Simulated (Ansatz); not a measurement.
The input (input.yaml):

```yaml
crystal:
  periodic: [false, false, false]
  atoms:
    - { symbol: B, position_ang: [-0.058552, -0.273966, 0.017613] }
    - { symbol: F, position_ang: [-0.089355, -0.4006, 1.536465] }
    - { symbol: Cl, position_ang: [1.574906, 0.014979, -0.575651] }
    - { symbol: H, position_ang: [-1.021376, 0.293746, -0.414553] }
    - { symbol: H, position_ang: [0.174674, 0.365842, 2.271127] }
magnetization:
  spin_polarized: true
  initial_magnetization: 1
basis:
  gaussian: { orbitals: def2-SVP }
hamiltonian:
  xc: b3lyp
phonons: {}
```

Run as:

```bash
$ ansatz run input.yaml --threads 1 --pin off --max-ram 2048MiB --backend cpu --events-out ev --progress --plain --runs-dir out
```

Hardware: 1 thread of Arm Neoverse V1, with other jobs on the host.

Q: Roughly how long does this run take, and how much memory?

A: 38 s, with a peak of 0.12 GiB, for 0 ionic steps.
